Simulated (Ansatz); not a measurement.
**C₄H₉FO: up Jacob's ladder to CCSD(T)**

An exercise on one series of results from a longer session: the logs are not shown, and one member is left open.

Computed with Ansatz 0.2.0, Gaussian basis. Level: functionals in def2-TZVPP, the program's frozen cores in correlated methods.

Levels to be run: LDA (SPW92), PBE-D4, revPBE-D4, BLYP-D4, r2SCAN-D4, B97M-V, PBE0-D4, B3LYP-D4, r2SCANh-D4, r2SCAN0-D4, HSE06-D4, BHLYP-D4, CAM-B3LYP-D4, LC-ωPBE, ωB97X-V, ωB97M-V, B2PLYP, PBE-QIDH; CCSD(T)/def2-SVP; CCSD(T)/def2-TZVPP; MP2/def2-QZVPP; extrapolation to the limit; RPA on PBE.

## The relaxed structure

The geometry comes from an earlier relaxation with PBE0-D4 in a triple-zeta def2 set; it is a stationary point, not always the lowest conformer.

15 atoms, charge 0, spin multiplicity 1.

Atoms are counted from 1 here; the program's logs count them from 0.

Bond lengths: C1–C2 1.519 Å, C1–H7 1.093 Å, C1–H8 1.094 Å, C1–H9 1.091 Å, C2–C3 1.508 Å, C2–H10 1.094 Å, C2–H11 1.094 Å, C3–O4 1.420 Å, C3–H12 1.096 Å, C3–H13 1.100 Å, O4–C5 1.361 Å, C5–F6 1.384 Å, C5–H14 1.091 Å, C5–H15 1.099 Å. Angles: C2–C1–H7 111.3°, C2–C1–H8 111.4°, C2–C1–H9 111.1°, H7–C1–H8 107.6°, H7–C1–H9 107.6°, H8–C1–H9 107.6°, C1–C2–C3 111.8°, C1–C2–H10 110.5°, C1–C2–H11 110.4°, C3–C2–H10 108.8°, C3–C2–H11 108.6°, H10–C2–H11 106.7°, C2–C3–O4 108.8°, C2–C3–H12 110.6°, C2–C3–H13 110.6°, O4–C3–H12 109.8°, O4–C3–H13 109.2°, H12–C3–H13 107.7° and more.

Set-up of the first run:

in.yaml reads:

```yaml
crystal:
  periodic: [false, false, false]
  atoms:
    - {symbol: C, position_ang: [-0.869545, -2.033264, -0.660771]}
    - {symbol: C, position_ang: [-0.013292, -1.199763, 0.276412]}
    - {symbol: C, position_ang: [-0.048445, 0.264307, -0.085049]}
    - {symbol: O, position_ang: [0.768830, 0.980995, 0.828307]}
    - {symbol: C, position_ang: [0.914284, 2.302196, 0.534418]}
    - {symbol: F, position_ang: [-0.257612, 3.003009, 0.763108]}
    - {symbol: H, position_ang: [-1.914920, -1.713949, -0.634521]}
    - {symbol: H, position_ang: [-0.524566, -1.951789, -1.695258]}
    - {symbol: H, position_ang: [-0.839779, -3.088893, -0.385357]}
    - {symbol: H, position_ang: [1.025056, -1.543943, 0.253509]}
    - {symbol: H, position_ang: [-0.358619, -1.311886, 1.308337]}
    - {symbol: H, position_ang: [-1.074766, 0.646928, -0.044422]}
    - {symbol: H, position_ang: [0.327353, 0.420580, -1.107409]}
    - {symbol: H, position_ang: [1.677200, 2.708976, 1.200535]}
    - {symbol: H, position_ang: [1.166824, 2.465998, -0.522638]}
basis:
  gaussian: {orbitals: def2-TZVPP}
hamiltonian: {xc: lda}
output: {orbitals: {seedname: orbitals}}
```

Launch:

```
$ ansatz run in.yaml --threads 4 --pin off --events-out ev --progress --plain --max-ram 11315MiB
```

Among the steps run: LDA; PBE-D4 (GGA); revPBE-D4 (GGA); BLYP-D4 (GGA); r2SCAN-D4 (meta-GGA); B97M-V (meta-GGA); PBE0-D4 (hybrid); B3LYP-D4 (hybrid); r2SCANh-D4 (hybrid); r2SCAN0-D4 (hybrid); HSE06-D4 (hybrid); BHLYP-D4 (hybrid); CAM-B3LYP-D4 (range-separated); LC-ωPBE (range-separated); ωB97X-V (range-separated); ωB97M-V (range-separated); B2PLYP (double hybrid); PBE-QIDH (double hybrid).

One table of the session follows, with a row left open; its other results are not shown here.

It belongs to the step «Frontier levels by functional». 

| functional | HOMO (eV) | LUMO (eV) | gap (eV) |
| --- | --- | --- | --- |
| LDA (SPW92) | -6.85 | 0.27 | 7.13 |
| PBE-D4 | -6.71 | 0.43 | 7.14 |
| revPBE-D4 | -6.65 | 0.50 | 7.15 |
| BLYP-D4 | -6.65 | 0.40 | 7.05 |
| r2SCAN-D4 | -7.04 | 1.22 | 8.26 |
| B97M-V | -7.22 | 0.57 | 7.79 |
| PBE0-D4 | -8.31 | 1.22 | 9.53 |
| B3LYP-D4 | -8.09 | 0.87 | 8.96 |
| r2SCANh-D4 | -7.65 | 1.44 | 9.09 |
| r2SCAN0-D4 | -8.55 | 1.75 | 10.30 |
| HSE06-D4 | -7.90 | 0.85 | 8.75 |
| BHLYP-D4 | -9.90 | 1.79 | 11.69 |
| CAM-B3LYP-D4 | -9.80 | 1.96 | 11.76 |
| LC-ωPBE | ? | ? | ? |
| ωB97X-V | -10.81 | 3.06 | 13.87 |
| ωB97M-V | -10.74 | 2.63 | 13.37 |

Q: Estimate the row for LC-ωPBE from the others.

**Answer.** HOMO (eV): -11.11; LUMO (eV): 3.27; gap (eV): 14.38. In the column «HOMO (eV)» it is the lowest.
